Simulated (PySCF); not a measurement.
Geometry:
```json
{"atom": "F1", "x (Å)": "0.067", "y (Å)": "-0.152", "z (Å)": "1.385"}
{"atom": "C2", "x (Å)": "0.010", "y (Å)": "-0.014", "z (Å)": "0.061"}
{"atom": "Cl3", "x (Å)": "-0.461", "y (Å)": "1.641", "z (Å)": "-0.307"}
{"atom": "Cl4", "x (Å)": "1.600", "y (Å)": "-0.362", "z (Å)": "-0.608"}
{"atom": "Cl5", "x (Å)": "-1.182", "y (Å)": "-1.147", "z (Å)": "-0.568"}
```

Geometry: PBE0-D3(BJ)/def2-TZVP; GIAO absolute shieldings from PySCF, gas phase, non-relativistic, averaged over equivalent atoms.

At wB97X-D/pcSseg-2 (201 basis functions):
```csv
atoms,σ (ppm)
F1,185.0
C2,38.3
Cl3/Cl4/Cl5,408.9
```

Problem. Estimate the result of repeating the calculation with B97-2/pcSseg-2.

Solution. 
| atoms | σ at B97-2/pcSseg-2 | change |
| --- | --- | --- |
| F1 | 176.0 | -9.0 |
| C2 | 37.2 | -1.1 |
| Cl3/Cl4/Cl5 | 414.0 | +5.1 |

The largest change is at F1 (fluorine on an sp3 carbon). Cost: 201 basis functions.

Carbons that carry Cl, above all several Cl atoms, come out too deshielded, partly because spin–orbit coupling is missing.
